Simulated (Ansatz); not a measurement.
Mo (bcc, W type): values from a third-order Birch-Murnaghan fit to a volume scan beside measured ones. Computed values: r2SCAN (plane waves to 500 eV, PAW, scalar-relativistic; Ansatz, a program for electronic structure). Mo is run without spin polarisation. Mo was relaxed with its symmetry unable to fall.

```
quantity                reference                                       kind  r2SCAN  difference
----------------------  ---------  -----------------------------------------  ------  ----------
Lattice constant a (Å)      3.141  measured, corrected to the static lattice   3.151      +0.3 %
```

r2SCAN overestimates the lattice constant a by 0.3 %.

References as given in: Daniel Mejia-Rodriguez, S. B. Trickey, Physical Review B (2018), arXiv:1807.09216.

(A scan under strain: stresses follow from slopes of the energy per volume, elastic moduli from its curvatures.)
